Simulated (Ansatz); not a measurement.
Process, species as SMILES: [CH3] (CH3) → CH3+ (singlet, bonded as [CH3]) + e-
B3LYP-D3(BJ)/def2-TZVP geometries, fixed; electronic energies without zero-point terms.
Largest species:
```xyz
4

C      0.0000     0.0000     0.0000
H      0.0036     1.0786    -0.0270
H      0.9326    -0.5425     0.0110
H     -0.9362    -0.5361     0.0160
```
Charge 0, spin multiplicity 2.

Basis-set convergence of the adiabatic ionisation energy at HF with Ansatz (a quantum-chemistry and plane-wave program). All functions are spherical. Open shells are unrestricted. No added dispersion term, no relativity. Functions are those of the species that has most. Reference: the value in aug-pcseg-3, 8.992 eV. Deviations are taken from unrounded values.

```
basis        functions  adiabatic ionisation energy (eV)  minus reference (eV)
-----------  ---------  --------------------------------  --------------------
6-31G               15                             9.001                 0.008
pcseg-1             29                             8.944                -0.049
6-311+G**           40                             8.982                -0.010
def2-SVPD           44                             9.024                 0.031
aug-cc-pVDZ         50                             8.962                -0.030
aug-pcseg-2        115                             8.989                -0.004
cc-pVQZ            145                             8.990                -0.003
def2-QZVPPD        162                             8.992                -0.001
aug-cc-pVQZ        218                             8.991                -0.001
```
